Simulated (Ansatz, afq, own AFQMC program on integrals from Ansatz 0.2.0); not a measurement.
## AlSiH4, doublet: AFQMC among the cluster methods

```xyz
6

Al   -1.7258    0.0252    0.0000
H    -2.5187    1.3986    0.0000
H    -2.5187   -1.3482    0.0000
H    -0.1400    0.0252    0.0000
Si    1.7662    0.0252    0.0000
H     2.1626   -1.4543    0.0000
```

Connectivity, by distances: AlH3 ··· SiH.

Basis cc-pVTZ. Only valence electrons are correlated. Ansatz 0.2.0 and our own AFQMC program on the same integrals; the CISD trial comes from CCSD amplitudes, and released means the phaseless constraint is let go. Error bars are statistical, one sigma.

Determinant: UHF, the one that the program's search chose, which needn't be the lowest solution. The geometry is a point of a scan.

No full CI on the walks' own integrals is used here. The released AFQMC energy serves as the reference, which it does only where one determinant dominates, the energy is flat over the last release times and near the phaseless one (40 meV or 2 meV an electron, half that with transition metals). On small molecules, where full CI could be run and the noise was under 10 meV, such values lay within 10 meV of it in 19 cases of 20, a flattering rate, since the rule was set on those same cases; what remains of the bias isn't in the error bar.

Cautions: the released value is read at 2.40 1/Eh (meV from the phaseless value at times in 1/Eh: -5 ± 4 at 0.24, -11 ± 3 at 0.51, -15 ± 3 at 0.99, -27 ± 6 at 1.62, -20 ± 5 at 2.40).

The T1 diagnostic is 0.0250, the weight of the determinant in the CISD state is 0.850 and the ⟨S²⟩ of the determinant is 0.789. The size of the correlated space is 11 electrons in 114 orbitals.

```csv
level,correlation energy (eV)
MP2,-5.0278
CCSD,-6.2689
CCSD(T),-6.4477
```

**Question.** Estimate where phaseless AFQMC with a CISD trial lies against CCSD(T) on the same integrals.

**Answer.** 2.8 ± 0.5 kJ/mol below CCSD(T).

Reference: AFQMC with the constraint released, correlation energy -6.497 ± 0.005 eV.

```json
{"level": "CCSD(T)", "E − E(reference) (kJ/mol)": "4.8 ± 0.5", "share of correlation (%)": "99.24"}
{"level": "ph-AFQMC/HF", "E − E(reference) (kJ/mol)": "-3.2 ± 2.4", "share of correlation (%)": "100.51"}
{"level": "ph-AFQMC/CISD", "E − E(reference) (kJ/mol)": "2.0 ± 0.7", "share of correlation (%)": "99.69"}
```

A walk keeps the symmetry of its determinant, which the program's search chose and which needn't be the lowest solution, so a lower state of the same spin and another symmetry isn't excluded. Released energies are given only where the last usable release times agree within the noise; a slower fall can still hide under it.
